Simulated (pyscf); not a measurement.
Thermochemistry of product channels of O=Ta(F)(F)–F (SMILES [O]=[Ta]([F])([F])[F]) + H₂ (SMILES [H][H]) on the singlet surface, in kcal/mol, from ωB97M-D3(BJ)/def2-TZVP energies (ideal gas, 1 atm, RRHO with modes under 100 cm⁻¹ raised to 100, one conformer, R ln 2 for chiral ones without a mode under 150 cm⁻¹). PySCF, gas phase, ωB97X-D3(BJ)/def2-SVP geometries.

| products | ΔE | ΔH(298 K) | ΔG(900 K) | ΔG(1200 K) |
|---|---|---|---|---|
| HO–TaH(F)(F)–F (SMILES [OH][TaH]([F])([F])[F]) | ___ | +3.7 | +27.0 | +34.6 |
| HO–Ta(F)–F (SMILES [OH][Ta]([F])[F]) [singlet] + HF (SMILES F) | +65.9 | +69.9 | +61.5 | ___ |

### Question
What belongs in the gaps?

### Answer

- HO–TaH(F)(F)–F (SMILES [OH][TaH]([F])([F])[F]), ΔE: -0.1
- HO–Ta(F)–F (SMILES [OH][Ta]([F])[F]) [singlet] + HF (SMILES F), ΔG(1200 K): +59.0

These are energies of the channels, which say nothing of barriers. The other spin state of HO–Ta(F)–F [singlet] is not in these data. Elements past Kr carry the def2 core potentials, without spin-orbit coupling.
